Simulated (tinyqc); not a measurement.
CCSD on RHF in the sto-3g basis, for H3O+, spin multiplicity 1, step by step (part 1 of 2). Computed by tinyqc, a small Python program that keeps every step (integrals from PySCF). Settings: charge = 1, multiplicity = 1, basis = sto-3g, method = RHF, energy threshold = 1e-10, iteration cap = 61, orthogonalisation = symmetric, start = Wolfsberg-Helmholz matrix, DIIS depth = 6, amplitude equations = CCSD, DIIS depth for amplitudes = 0, cap on updates = 59. Command: `OMP_NUM_THREADS=1 python tinyqc.py 31320 31321 out.jsonl` (the two numbers bound the seeds that draw the settings). One thread of a shared host (Intel(R) Xeon(R) Processor @ 2.60GHz), about 0.2 s of CPU time with the checks. The early iterations of the SCF are left out here.

## One-electron integrals

Geometry (angstrom):
```
atom        x        y       z
O      0.0000   0.0000  0.2310
H      0.9300   0.0000  0.0000
H     -0.4650   0.8050  0.0000
H     -0.4650  -0.8050  0.0000
```

Basis sto-3g: exponents (1/bohr^2) and contraction coefficients of normalised primitives:
```
element  l (shell)  exponent  coefficient
O            s (1)  130.7093       0.1543
O            s (1)   23.8089       0.5353
O            s (1)    6.4436       0.4446
O            s (2)    5.0332      -0.1000
O            s (2)    1.1696       0.3995
O            s (2)    0.3804       0.7001
O            p (3)    5.0332       0.1559
O            p (3)    1.1696       0.6077
O            p (3)    0.3804       0.3920
H            s (1)    3.4253       0.1543
H            s (1)    0.6239       0.5353
H            s (1)    0.1689       0.4446
```

Overlap, kinetic and nuclear-attraction integrals over the contracted functions; the nuclear repulsion is the sum of Za Zb / Rab.

nuclear repulsion = 14.242387 hartree

overlap S:
```
         1O 1s   1O 2s   1O 2px   1O 2py   1O 2pz    2H 1s    3H 1s    4H 1s
1O 1s   1.0000  0.2367   0.0000   0.0000   0.0000   0.0538   0.0539   0.0539
1O 2s   0.2367  1.0000   0.0000   0.0000   0.0000   0.4741   0.4743   0.4743
1O 2px  0.0000  0.0000   1.0000   0.0000   0.0000   0.3815  -0.1909  -0.1909
1O 2py  0.0000  0.0000   0.0000   1.0000   0.0000   0.0000   0.3304  -0.3304
1O 2pz  0.0000  0.0000   0.0000   0.0000   1.0000  -0.0948  -0.0948  -0.0948
2H 1s   0.0538  0.4741   0.3815   0.0000  -0.0948   1.0000   0.2186   0.2186
3H 1s   0.0539  0.4743  -0.1909   0.3304  -0.0948   0.2186   1.0000   0.2188
4H 1s   0.0539  0.4743  -0.1909  -0.3304  -0.0948   0.2186   0.2188   1.0000
```

kinetic energy T (hartree):
```
          1O 1s    1O 2s   1O 2px   1O 2py   1O 2pz    2H 1s    3H 1s    4H 1s
1O 1s   29.0032  -0.1680   0.0000   0.0000   0.0000  -0.0026  -0.0026  -0.0026
1O 2s   -0.1680   0.8081   0.0000   0.0000   0.0000   0.1281   0.1283   0.1283
1O 2px   0.0000   0.0000   2.5287   0.0000   0.0000   0.2751  -0.1377  -0.1377
1O 2py   0.0000   0.0000   0.0000   2.5287   0.0000   0.0000   0.2384  -0.2384
1O 2pz   0.0000   0.0000   0.0000   0.0000   2.5287  -0.0683  -0.0684  -0.0684
2H 1s   -0.0026   0.1281   0.2751   0.0000  -0.0683   0.7600   0.0018   0.0018
3H 1s   -0.0026   0.1283  -0.1377   0.2384  -0.0684   0.0018   0.7600   0.0018
4H 1s   -0.0026   0.1283  -0.1377  -0.2384  -0.0684   0.0018   0.0018   0.7600
```

nuclear attraction V (hartree):
```
           1O 1s     1O 2s    1O 2px    1O 2py    1O 2pz    2H 1s    3H 1s    4H 1s
1O 1s   -62.2755   -7.5753    0.0000    0.0000    0.0112  -1.7716  -1.7730  -1.7730
1O 2s    -7.5753  -10.6872    0.0002    0.0000    0.1319  -4.0640  -4.0663  -4.0663
1O 2px    0.0000    0.0002  -10.6650    0.0000    0.0000  -2.9168   1.4596   1.4596
1O 2py    0.0000    0.0000    0.0000  -10.6650    0.0000   0.0000  -2.5268   2.5268
1O 2pz    0.0112    0.1319    0.0000    0.0000  -10.5106   0.7639   0.7645   0.7645
2H 1s    -1.7716   -4.0640   -2.9168    0.0000    0.7639  -6.1400  -1.5043  -1.5043
3H 1s    -1.7730   -4.0663    1.4596   -2.5268    0.7645  -1.5043  -6.1414  -1.5056
4H 1s    -1.7730   -4.0663    1.4596    2.5268    0.7645  -1.5043  -1.5056  -6.1414
```

core Hamiltonian H = T + V (hartree):
```
           1O 1s    1O 2s   1O 2px   1O 2py   1O 2pz    2H 1s    3H 1s    4H 1s
1O 1s   -33.2723  -7.7433   0.0000   0.0000   0.0112  -1.7742  -1.7756  -1.7756
1O 2s    -7.7433  -9.8790   0.0002   0.0000   0.1319  -3.9359  -3.9381  -3.9381
1O 2px    0.0000   0.0002  -8.1363   0.0000   0.0000  -2.6417   1.3219   1.3219
1O 2py    0.0000   0.0000   0.0000  -8.1363   0.0000   0.0000  -2.2883   2.2883
1O 2pz    0.0112   0.1319   0.0000   0.0000  -7.9818   0.6956   0.6961   0.6961
2H 1s    -1.7742  -3.9359  -2.6417   0.0000   0.6956  -5.3799  -1.5024  -1.5024
3H 1s    -1.7756  -3.9381   1.3219  -2.2883   0.6961  -1.5024  -5.3813  -1.5038
4H 1s    -1.7756  -3.9381   1.3219   2.2883   0.6961  -1.5024  -1.5038  -5.3813
```

## Two-electron integrals

Functions are numbered as in S; the eight-fold symmetry (ij|kl) = (ji|kl) = (kl|ij) leaves the list below.

Two-electron integrals (ij|kl) in chemists' order, unique and non-zero (hartree):
```
(11|11) 4.7851      (21|11) 0.7414      (21|21) 0.1369      (22|11) 1.1189
(22|21) 0.2566      (22|22) 0.8172      (31|31) 0.0245      (32|31) 0.0378
(32|32) 0.1805      (33|11) 1.1158      (33|21) 0.2567      (33|22) 0.8170
(33|33) 0.8802      (41|41) 0.0245      (42|41) 0.0378      (42|42) 0.1805
(43|43) 0.0474      (44|11) 1.1158      (44|21) 0.2567      (44|22) 0.8170
(44|33) 0.7853      (44|44) 0.8802      (51|51) 0.0245      (52|51) 0.0378
(52|52) 0.1805      (53|53) 0.0474      (54|54) 0.0474      (55|11) 1.1158
(55|21) 0.2567      (55|22) 0.8170      (55|33) 0.7853      (55|44) 0.7853
(55|55) 0.8802      (61|11) 0.1714      (61|21) 0.0314      (61|22) 0.0584
(61|31) 0.0014      (61|32) 0.0026      (61|33) 0.0586      (61|44) 0.0583
(61|51) -3.48e-04   (61|52) -0.0006     (61|53) -7.94e-05   (61|55) 0.0583
(61|61) 0.0073      (62|11) 0.4029      (62|21) 0.0935      (62|22) 0.3280
(62|31) 0.0068      (62|32) 0.0511      (62|33) 0.3377      (62|44) 0.3226
(62|51) -0.0017     (62|52) -0.0127     (62|53) -0.0038     (62|55) 0.3235
(62|61) 0.0218      (62|62) 0.1609      (63|11) 0.2757      (63|21) 0.0648
(63|22) 0.2430      (63|31) 0.0141      (63|32) 0.0933      (63|33) 0.2642
(63|44) 0.2318      (63|51) -0.0010     (63|52) -0.0089     (63|53) -0.0054
(63|55) 0.2325      (63|61) 0.0158      (63|62) 0.1447      (63|63) 0.1521
(64|41) 0.0100      (64|42) 0.0573      (64|43) 0.0107      (64|54) -0.0027
(64|64) 0.0234      (65|11) -0.0685     (65|21) -0.0161     (65|22) -0.0603
(65|31) -0.0010     (65|32) -0.0089     (65|33) -0.0603     (65|44) -0.0576
(65|51) 0.0102      (65|52) 0.0595      (65|53) 0.0114      (65|55) -0.0631
(65|61) -0.0039     (65|62) -0.0360     (65|63) -0.0320     (65|65) 0.0313
(66|11) 0.5315      (66|21) 0.1254      (66|22) 0.5029      (66|31) 0.0121
(66|32) 0.1247      (66|33) 0.5397      (66|44) 0.4824      (66|51) -0.0030
(66|52) -0.0310     (66|53) -0.0142     (66|55) 0.4859      (66|61) 0.0295
(66|62) 0.3058      (66|63) 0.3143      (66|65) -0.0781     (66|66) 0.7746
(71|11) 0.1715      (71|21) 0.0314      (71|22) 0.0584      (71|31) -0.0007
(71|32) -0.0013     (71|33) 0.0584      (71|41) 0.0012      (71|42) 0.0023
(71|43) -1.38e-04   (71|44) 0.0585      (71|51) -3.48e-04   (71|52) -0.0006
(71|53) 3.97e-05    (71|54) -6.88e-05   (71|55) 0.0583      (71|61) 0.0072
(71|62) 0.0211      (71|63) 0.0143      (71|64) 0.0006      (71|65) -0.0038
(71|66) 0.0281      (71|71) 0.0073      (72|11) 0.4031      (72|21) 0.0936
(72|22) 0.3282      (72|31) -0.0034     (72|32) -0.0256     (72|33) 0.3265
(72|41) 0.0059      (72|42) 0.0443      (72|43) -0.0065     (72|44) 0.3341
(72|51) -0.0017     (72|52) -0.0127     (72|53) 0.0019      (72|54) -0.0033
(72|55) 0.3237      (72|61) 0.0211      (72|62) 0.1290      (72|63) 0.0882
(72|64) 0.0141      (72|65) -0.0280     (72|66) 0.2001      (72|71) 0.0218
(72|72) 0.1611      (73|11) -0.1380     (73|21) -0.0324     (73|22) -0.1216
(73|31) 0.0110      (73|32) 0.0664      (73|33) -0.1281     (73|41) -0.0018
(73|42) -0.0156     (73|43) 0.0117      (73|44) -0.1201     (73|51) 0.0005
(73|52) 0.0045      (73|53) -0.0033     (73|54) 0.0012      (73|55) -0.1163
(73|61) -0.0066     (73|62) -0.0319     (73|63) -0.0043     (73|64) -0.0027
(73|65) 0.0067      (73|66) -0.0348     (73|71) -0.0079     (73|72) -0.0725
(73|73) 0.0556      (74|11) 0.2389      (74|21) 0.0562      (74|22) 0.2105
(74|31) -0.0018     (74|32) -0.0156     (74|33) 0.2032      (74|41) 0.0131
(74|42) 0.0844      (74|43) -0.0095     (74|44) 0.2265      (74|51) -0.0009
(74|52) -0.0078     (74|53) 0.0012      (74|54) -0.0047     (74|55) 0.2014
(74|61) 0.0126      (74|62) 0.0834      (74|63) 0.0564      (74|64) 0.0267
(74|65) -0.0178     (74|66) 0.1305      (74|71) 0.0137      (74|72) 0.1254
(74|73) -0.0558     (74|74) 0.1200      (75|11) -0.0685     (75|21) -0.0161
(75|22) -0.0604     (75|31) 0.0005      (75|32) 0.0045      (75|33) -0.0583
(75|41) -0.0009     (75|42) -0.0078     (75|43) 0.0012      (75|44) -0.0597
(75|51) 0.0102      (75|52) 0.0596      (75|53) -0.0057     (75|54) 0.0099
(75|55) -0.0631     (75|61) -0.0038     (75|62) -0.0280     (75|63) -0.0188
(75|64) -0.0031     (75|65) 0.0240      (75|66) -0.0475     (75|71) -0.0039
(75|72) -0.0360     (75|73) 0.0160      (75|74) -0.0277     (75|75) 0.0313
(76|11) 0.1433      (76|21) 0.0335      (76|22) 0.1260      (76|31) 0.0010
(76|32) 0.0086      (76|33) 0.1265      (76|41) 0.0017      (76|42) 0.0149
(76|43) 4.28e-04    (76|44) 0.1270      (76|51) -0.0010     (76|52) -0.0085
(76|53) -0.0010     (76|54) -0.0017     (76|55) 0.1244      (76|61) 0.0077
(76|62) 0.0596      (76|63) 0.0499      (76|64) 0.0060      (76|65) -0.0150
(76|66) 0.1136      (76|71) 0.0077      (76|72) 0.0597      (76|73) -0.0197
(76|74) 0.0462      (76|75) -0.0150     (76|76) 0.0265      (77|11) 0.5316
(77|21) 0.1254      (77|22) 0.5030      (77|31) -0.0061     (77|32) -0.0624
(77|33) 0.4969      (77|41) 0.0105      (77|42) 0.1080      (77|43) -0.0248
(77|44) 0.5255      (77|51) -0.0030     (77|52) -0.0310     (77|53) 0.0071
(77|54) -0.0123     (77|55) 0.4861      (77|61) 0.0281      (77|62) 0.2001
(77|63) 0.1303      (77|64) 0.0351      (77|65) -0.0475     (77|66) 0.3241
(77|71) 0.0296      (77|72) 0.3060      (77|73) -0.1573     (77|74) 0.2722
(77|75) -0.0781     (77|76) 0.1136      (77|77) 0.7746      (81|11) 0.1715
(81|21) 0.0314      (81|22) 0.0584      (81|31) -0.0007     (81|32) -0.0013
(81|33) 0.0584      (81|41) -0.0012     (81|42) -0.0023     (81|43) 1.38e-04
(81|44) 0.0585      (81|51) -3.48e-04   (81|52) -0.0006     (81|53) 3.97e-05
(81|54) 6.88e-05    (81|55) 0.0583      (81|61) 0.0072      (81|62) 0.0211
(81|63) 0.0143      (81|64) -0.0006     (81|65) -0.0038     (81|66) 0.0281
(81|71) 0.0072      (81|72) 0.0211      (81|73) -0.0076     (81|74) 0.0121
(81|75) -0.0038     (81|76) 0.0075      (81|77) 0.0281      (81|81) 0.0073
(82|11) 0.4031      (82|21) 0.0936      (82|22) 0.3282      (82|31) -0.0034
(82|32) -0.0256     (82|33) 0.3265      (82|41) -0.0059     (82|42) -0.0443
(82|43) 0.0065      (82|44) 0.3341      (82|51) -0.0017     (82|52) -0.0127
(82|53) 0.0019      (82|54) 0.0033      (82|55) 0.3237      (82|61) 0.0211
(82|62) 0.1290      (82|63) 0.0882      (82|64) -0.0141     (82|65) -0.0280
(82|66) 0.2001      (82|71) 0.0211      (82|72) 0.1291      (82|73) -0.0564
(82|74) 0.0694      (82|75) -0.0280     (82|76) 0.0490      (82|77) 0.2002
(82|81) 0.0218      (82|82) 0.1611      (83|11) -0.1380     (83|21) -0.0324
(83|22) -0.1216     (83|31) 0.0110      (83|32) 0.0664      (83|33) -0.1281
(83|41) 0.0018      (83|42) 0.0156      (83|43) -0.0117     (83|44) -0.1201
(83|51) 0.0005      (83|52) 0.0045      (83|53) -0.0033     (83|54) -0.0012
(83|55) -0.1163     (83|61) -0.0066     (83|62) -0.0319     (83|63) -0.0043
(83|64) 0.0027      (83|65) 0.0067      (83|66) -0.0348     (83|71) -0.0076
(83|72) -0.0564     (83|73) 0.0423      (83|74) -0.0296     (83|75) 0.0120
(83|76) -0.0158     (83|77) -0.0957     (83|81) -0.0079     (83|82) -0.0725
(83|83) 0.0556      (84|11) -0.2389     (84|21) -0.0562     (84|22) -0.2105
(84|31) 0.0018      (84|32) 0.0156      (84|33) -0.2032     (84|41) 0.0131
(84|42) 0.0844      (84|43) -0.0095     (84|44) -0.2265     (84|51) 0.0009
(84|52) 0.0078      (84|53) -0.0012     (84|54) -0.0047     (84|55) -0.2014
(84|61) -0.0126     (84|62) -0.0834     (84|63) -0.0564     (84|64) 0.0267
(84|65) 0.0178      (84|66) -0.1305     (84|71) -0.0121     (84|72) -0.0694
(84|73) 0.0296      (84|74) -0.0198     (84|75) 0.0147      (84|76) -0.0274
(84|77) -0.0954     (84|81) -0.0137     (84|82) -0.1254     (84|83) 0.0558
(84|84) 0.1200      (85|11) -0.0685     (85|21) -0.0161     (85|22) -0.0604
(85|31) 0.0005      (85|32) 0.0045      (85|33) -0.0583     (85|41) 0.0009
(85|42) 0.0078      (85|43) -0.0012     (85|44) -0.0597     (85|51) 0.0102
(85|52) 0.0596      (85|53) -0.0057     (85|54) -0.0099     (85|55) -0.0631
(85|61) -0.0038     (85|62) -0.0280     (85|63) -0.0188     (85|64) 0.0031
(85|65) 0.0240      (85|66) -0.0475     (85|71) -0.0038     (85|72) -0.0280
(85|73) 0.0120      (85|74) -0.0147     (85|75) 0.0240      (85|76) -0.0119
(85|77) -0.0475     (85|81) -0.0039     (85|82) -0.0360     (85|83) 0.0160
(85|84) 0.0277      (85|85) 0.0313      (86|11) 0.1433      (86|21) 0.0335
(86|22) 0.1260      (86|31) 0.0010      (86|32) 0.0086      (86|33) 0.1265
(86|41) -0.0017     (86|42) -0.0149     (86|43) -4.28e-04   (86|44) 0.1270
(86|51) -0.0010     (86|52) -0.0085     (86|53) -0.0010     (86|54) 0.0017
(86|55) 0.1244      (86|61) 0.0077      (86|62) 0.0596      (86|63) 0.0499
(86|64) -0.0060     (86|65) -0.0150     (86|66) 0.1136      (86|71) 0.0075
(86|72) 0.0490      (86|73) -0.0158     (86|74) 0.0274      (86|75) -0.0119
(86|76) 0.0220      (86|77) 0.0774      (86|81) 0.0077      (86|82) 0.0597
(86|83) -0.0197     (86|84) -0.0462     (86|85) -0.0150     (86|86) 0.0265
(87|11) 0.1434      (87|21) 0.0335      (87|22) 0.1261      (87|31) -0.0020
(87|32) -0.0172     (87|33) 0.1274      (87|44) 0.1264      (87|51) -0.0010
(87|52) -0.0086     (87|53) 0.0019      (87|55) 0.1245      (87|61) 0.0075
(87|62) 0.0490      (87|63) 0.0317      (87|65) -0.0119     (87|66) 0.0774
(87|71) 0.0077      (87|72) 0.0597      (87|73) -0.0302     (87|74) 0.0402
(87|75) -0.0150     (87|76) 0.0221      (87|77) 0.1138      (87|81) 0.0077
(87|82) 0.0597      (87|83) -0.0302     (87|84) -0.0402     (87|85) -0.0150
(87|86) 0.0221      (87|87) 0.0265      (88|11) 0.5316      (88|21) 0.1254
(88|22) 0.5030      (88|31) -0.0061     (88|32) -0.0624     (88|33) 0.4969
(88|41) -0.0105     (88|42) -0.1080     (88|43) 0.0248      (88|44) 0.5255
(88|51) -0.0030     (88|52) -0.0310     (88|53) 0.0071      (88|54) 0.0123
(88|55) 0.4861      (88|61) 0.0281      (88|62) 0.2001      (88|63) 0.1303
(88|64) -0.0351     (88|65) -0.0475     (88|66) 0.3241      (88|71) 0.0281
(88|72) 0.2002      (88|73) -0.0957     (88|74) 0.0954      (88|75) -0.0475
(88|76) 0.0774      (88|77) 0.3242      (88|81) 0.0296      (88|82) 0.3060
(88|83) -0.1573     (88|84) -0.2722     (88|85) -0.0781     (88|86) 0.1136
(88|87) 0.1138      (88|88) 0.7746
```

## Orthogonalisation

S = U s U^T; symmetric (Loewdin) form X = U s^(-1/2) U^T, so that X^T S X = 1.

eigenvalues of S: 0.3280  0.4106  0.4108  0.9462  1.0371  1.3705  1.3707  2.1262

X:
```
          1O 1s    1O 2s   1O 2px   1O 2py   1O 2pz    2H 1s    3H 1s    4H 1s
1O 1s    1.0251  -0.1517   0.0000   0.0000   0.0057   0.0205   0.0205   0.0205
1O 2s   -0.1517   1.3380  -0.0001   0.0000  -0.0619  -0.2776  -0.2779  -0.2779
1O 2px   0.0000  -0.0001   1.1268   0.0000   0.0000  -0.2806   0.1404   0.1404
1O 2py   0.0000   0.0000   0.0000   1.1268   0.0000   0.0000  -0.2431   0.2431
1O 2pz   0.0057  -0.0619   0.0000   0.0000   1.0121   0.0545   0.0546   0.0546
2H 1s    0.0205  -0.2776  -0.2806   0.0000   0.0545   1.2139  -0.0736  -0.0736
3H 1s    0.0205  -0.2779   0.1404  -0.2431   0.0546  -0.0736   1.2141  -0.0737
4H 1s    0.0205  -0.2779   0.1404   0.2431   0.0546  -0.0736  -0.0737   1.2141
```

## Iteration 7 (converged): orbitals

converged F (hartree):
```
           1O 1s    1O 2s   1O 2px   1O 2py   1O 2pz    2H 1s    3H 1s    4H 1s
1O 1s   -20.8527  -5.3091   0.0000   0.0000   0.0163  -1.2242  -1.2252  -1.2252
1O 2s    -5.3091  -3.0035   0.0001   0.0000   0.0935  -1.2494  -1.2501  -1.2501
1O 2px    0.0000   0.0001  -0.9349   0.0000   0.0000  -0.6514   0.3259   0.3259
1O 2py    0.0000   0.0000   0.0000  -0.9350   0.0000   0.0000  -0.5642   0.5642
1O 2pz    0.0163   0.0935   0.0000   0.0000  -0.9190   0.1978   0.1979   0.1979
2H 1s    -1.2242  -1.2494  -0.6514   0.0000   0.1978  -0.9170  -0.4407  -0.4407
3H 1s    -1.2252  -1.2501   0.3259  -0.5642   0.1979  -0.4407  -0.9175  -0.4411
4H 1s    -1.2252  -1.2501   0.3259   0.5642   0.1979  -0.4407  -0.4411  -0.9175
```

Diagonalise F' = X^T F X, C = X C', fill 5 alpha and 5 beta electrons from the bottom; D = 2 C_occ C_occ^T. Each column has its largest component positive (the first on a tie).

F' = X^T F X (hartree):
```
          1        2        3        4        5        6        7        8
1  -20.4650  -2.7251   0.0000   0.0000   0.0258  -0.1914  -0.1917  -0.1917
2   -2.7251  -1.6390  -0.0001   0.0000  -0.0305  -0.5196  -0.5200  -0.5200
3    0.0000  -0.0001  -0.6252   0.0000   0.0000  -0.5542   0.2773   0.2773
4    0.0000   0.0000   0.0000  -0.6252   0.0000   0.0000  -0.4801   0.4801
5    0.0258  -0.0305   0.0000   0.0000  -0.8889   0.1224   0.1225   0.1225
6   -0.1914  -0.5196  -0.5542   0.0000   0.1224  -0.2872  -0.0930  -0.0930
7   -0.1917  -0.5200   0.2773  -0.4801   0.1225  -0.0930  -0.2872  -0.0931
8   -0.1917  -0.5200   0.2773   0.4801   0.1225  -0.0930  -0.0931  -0.2872
```

orbital energies (hartree): MO1 -20.8617, MO2 -1.7983, MO3 -1.1220, MO4 -1.1220, MO5 -0.9195, MO6 0.1133, MO7 0.3026, MO8 0.3028

coefficients C:
```
            MO1      MO2      MO3      MO4      MO5      MO6      MO7      MO8
1O 1s    0.9939  -0.2397   0.0000  -0.0001  -0.0491  -0.1657  -0.0002   0.0000
1O 2s    0.0283   0.8673   0.0000   0.0003   0.2415   1.1123   0.0016   0.0000
1O 2px   0.0000  -0.0001   0.0000   0.7064  -0.0001   0.0009  -0.9428   0.0000
1O 2py   0.0000   0.0000   0.7064   0.0000   0.0000   0.0000   0.0000   0.9429
1O 2pz  -0.0024  -0.0969   0.0000   0.0001   0.9663  -0.3066  -0.0004   0.0000
2H 1s   -0.0053   0.0974   0.0000   0.3943  -0.0668  -0.6688   1.0134   0.0000
3H 1s   -0.0053   0.0975   0.3415  -0.1971  -0.0668  -0.6672  -0.5079  -0.8785
4H 1s   -0.0053   0.0975  -0.3415  -0.1971  -0.0668  -0.6672  -0.5079   0.8785
```

D after iteration 7:
```
          1O 1s    1O 2s   1O 2px   1O 2py   1O 2pz    2H 1s    3H 1s    4H 1s
1O 1s    2.0955  -0.3832   0.0000   0.0000  -0.0531  -0.0507  -0.0506  -0.0506
1O 2s   -0.3832   1.6227   0.0001   0.0000   0.2985   0.1366   0.1365   0.1365
1O 2px   0.0000   0.0001   0.9979   0.0000  -0.0001   0.5570  -0.2785  -0.2785
1O 2py   0.0000   0.0000   0.0000   0.9979   0.0000   0.0000   0.4825  -0.4825
1O 2pz  -0.0531   0.2985  -0.0001   0.0000   1.8863  -0.1480  -0.1479  -0.1479
2H 1s   -0.0507   0.1366   0.5570   0.0000  -0.1480   0.3389  -0.1275  -0.1275
3H 1s   -0.0506   0.1365  -0.2785   0.4825  -0.1479  -0.1275   0.3390  -0.1275
4H 1s   -0.0506   0.1365  -0.2785  -0.4825  -0.1479  -0.1275  -0.1275   0.3390
```

Within a degenerate level the vectors are fixed only up to a rotation; this is one choice.

## Convergence

Stop when the energy changes by less than 1e-10 hartree and every element of the error matrix X^T (F D S - S D F) X is below 3e-06.

Course of the cycle:
```
iteration  E (hartree)     change  largest element of the error matrix
1           -75.148931          -                             5.20e-01
2           -75.315527  -1.67e-01                             8.24e-02
3           -75.326446  -1.09e-02                             1.39e-02
4           -75.326842  -3.96e-04                             1.82e-03
5           -75.326851  -9.34e-06                             2.26e-04
6           -75.326851  -1.49e-07                             1.79e-06
7           -75.326851  -8.55e-12                             5.42e-08
```

PySCF RHF in the same basis = -75.326851 hartree

Converged in 7 iterations.
